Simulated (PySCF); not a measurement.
Excitation energies in several basis sets

Species: formyl cation, CHO (charge +1).
Cartesian coordinates in Å at the PBE0-D3(BJ)/def2-SVP level; atoms count from 1:
```xyz
3
CHO angstrom
C      0.010   -0.002   -0.008
O      1.114   -0.013   -0.022
H     -1.101    0.010    0.005
```

TDDFT with PBE0 (PySCF), vertical singlets, core orbitals frozen in the response, spherical d and f functions. Isolated species at its PBE0-D3(BJ)/def2-SVP geometry, gas phase.

```json
{"basis": "6-31G*", "functions": "30", "diffuse": "no", "S1 (eV)": "9.58", "S2 (eV)": "10.08", "S3 (eV)": "10.08", "S4 (eV)": "11.71", "S5 (eV)": "11.71", "LUMO (eV)": "-9.98", "α (au)": "8.2"}
{"basis": "def2-SVP", "functions": "33", "diffuse": "no", "S1 (eV)": "9.58", "S2 (eV)": "10.07", "S3 (eV)": "10.07", "S4 (eV)": "11.64", "S5 (eV)": "11.64", "LUMO (eV)": "-10.13", "α (au)": "8.1"}
{"basis": "6-31+G*", "functions": "38", "diffuse": "yes", "S1 (eV)": "9.56", "S2 (eV)": "10.04", "S3 (eV)": "10.04", "S4 (eV)": "11.68", "S5 (eV)": "11.68", "LUMO (eV)": "-10.06", "α (au)": "8.5"}
{"basis": "def2-SVPD", "functions": "51", "diffuse": "yes", "S1 (eV)": "9.53", "S2 (eV)": "10.00", "S3 (eV)": "10.00", "S4 (eV)": "11.58", "S5 (eV)": "11.58", "LUMO (eV)": "-10.20", "α (au)": "9.6"}
{"basis": "aug-cc-pVDZ", "functions": "55", "diffuse": "yes", "S1 (eV)": "9.51", "S2 (eV)": "9.99", "S3 (eV)": "9.99", "S4 (eV)": "11.67", "S5 (eV)": "11.67", "LUMO (eV)": "-10.11", "α (au)": "9.7"}
{"basis": "def2-TZVP", "functions": "68", "diffuse": "no", "S1 (eV)": "9.51", "S2 (eV)": "9.97", "S3 (eV)": "9.97", "S4 (eV)": "11.62", "S5 (eV)": "11.62", "LUMO (eV)": "-10.08", "α (au)": "9.2"}
{"basis": "def2-TZVPD", "functions": "86", "diffuse": "yes", "S1 (eV)": "9.50", "S2 (eV)": "9.96", "S3 (eV)": "9.96", "S4 (eV)": "11.60", "S5 (eV)": "11.60", "LUMO (eV)": "-10.11", "α (au)": "9.7"}
{"basis": "aug-cc-pVTZ", "functions": "115", "diffuse": "yes", "S1 (eV)": "9.50", "S2 (eV)": "9.95", "S3 (eV)": "9.95", "S4 (eV)": "11.60", "S5 (eV)": "11.60", "LUMO (eV)": "-10.11", "α (au)": "9.7"}
```

**Question.** How much do these states and the polarisability depend on the basis?

**Answer.** States are compared by their number. Against the largest diffuse basis here (aug-cc-pVTZ, itself not a converged limit), sets without diffuse functions differ by up to 0.08 eV in S1 and 0.10 eV in S5; the smaller diffuse sets differ by up to 0.06 and 0.07 eV. State by state, the largest deviation of a set without diffuse functions is S1 0.08, S2 0.13, S3 0.13, S4 0.10, S5 0.10 eV. The same number needn't mean the same state in each row. Against aug-cc-pVTZ the polarisability deviates by -16% in 6-31G*, -17% in def2-SVP, -13% in 6-31+G*, -2% in def2-SVPD, -1% in aug-cc-pVDZ, -5% in def2-TZVP, 0% in def2-TZVPD. A single + in a Pople set puts diffuse functions on heavy atoms only.
